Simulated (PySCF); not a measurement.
SMILES Cl[Si](Cl)(Cl)Cl (PBE/def2-SVP optimised geometry):

```
5

Cl     1.368    -0.968     0.000
Si    -0.684    -0.968     0.000
Cl    -1.368     0.968     0.000
Cl    -1.368    -1.935    -1.676
Cl    -1.368    -1.935     1.676
```

Computed with PySCF with PBE/def2-TZVP.

Question: What are the frontier orbital energies and the dipole moment?

Answer: HOMO-2 -8.12 eV, HOMO-1 -8.12 eV, HOMO -8.12 eV, LUMO -2.04 eV, LUMO+1 -0.55 eV; dipole moment 0.00 D.

On the same geometry PySCF 2.14.0 with PBE0/def2-TZVP gives HOMO-2 -9.57 eV, HOMO-1 -9.57 eV, HOMO -9.57 eV, LUMO -1.04 eV, LUMO+1 0.40 eV; dipole moment 0.00 D.

Meta-Löwdin charges at PBE/def2-TZVP: Cl1 -0.23, Si2 0.92, Cl3 -0.23, Cl4 -0.23, Cl5 -0.23.
